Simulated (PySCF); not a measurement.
Work out the structure from these simulated measurements.

Formula: C4H4FN.

| Property | Result |
| --- | --- |
| Polarisability | 53.0 au [B3LYP/def2-SVPD] |
| Triplet | lowest triplet excitation (Tamm–Dancoff): 3.90 eV [TDA B3LYP/def2-SVPD] |
| NMR, other nuclei | isotropic shieldings of nuclei other than C and H, by class: -73 (1 N), 282 (1 F) ppm [GIAO PBE/pcSseg-2] |
| Rotational structure | rotational constants A, B, C: 12.340, 1.967, 1.848 GHz [PBE0-D3(BJ)/def2-SVP] |
| Dipole | 2.49 D [B3LYP/def2-SVPD] |
| 13C NMR | chemical shifts (computed TMS as zero) by class: 172.5 (1 C), 164.5 (1 C), 122.6 (1 C), 27.1 (1 C) ppm [GIAO PBE/pcSseg-2] |

The electronic properties come from PySCF, for the isolated species, density fitting. Levels stand in brackets. One conformer (not necessarily the lowest) at the PBE0-D3(BJ)/def2-SVP geometry, without solvent, vibrations or thermal averaging. NMR classes are plain means over equivalent atoms (diastereotopic ones count apart unless rotation or inversion swaps them), as if these changed places fast.

Question: Propose a structure and show how it fits.

Answer: Numbering: `[F:1]/[CH:2]=[CH:3]/[C@H:4]1[CH:5]=[N:6]1`. Its formula, C4H4FN, gives 3 degrees of unsaturation: 1 ring and 2 π bonds in the structure found. 4 carbons fall into 4 classes; from least to most shielded: C=N carbon [C5] (172.5 ppm), vinylic C–F carbon [C2] (164.5 ppm), alkene CH carbon [C3] (122.6 ppm), ring sp3 carbon bound to nitrogen [C4] (27.1 ppm). The other shieldings belong to: -73 ppm, C=N nitrogen [N6]; 282 ppm, vinyl fluorine [F1]. The optimised geometry has point group C1 and is an asymmetric top. Structure: `F/C=C/[C@H]1C=N1`. Computed isomers that give other values at the same levels: `C/C(F)=C\C#N` (13C chemical shifts (computed TMS as zero) by class: 192.9 (1 C), 121.7 (1 C), 86.0 (1 C), 19.1 (1 C) ppm); `C/C(F)=C/C#N` (13C chemical shifts (computed TMS as zero) by class: 188.5 (1 C), 118.6 (1 C), 84.0 (1 C), 21.0 (1 C) ppm); `Fc1ccc[nH]1` (13C chemical shifts (computed TMS as zero) by class: 156.5 (1 C), 113.7 (1 C), 109.2 (1 C), 90.6 (1 C) ppm). The assignments are read from this structure; whether some other isomer fits the data as well wasn't checked. The mirror image fits equally.

The values belong to the conformer `[F:1]/[CH:2]=[CH:3]/[C@H:4]1[CH:5]=[N:6]1`: C2–C3–C4–C5 -43°.
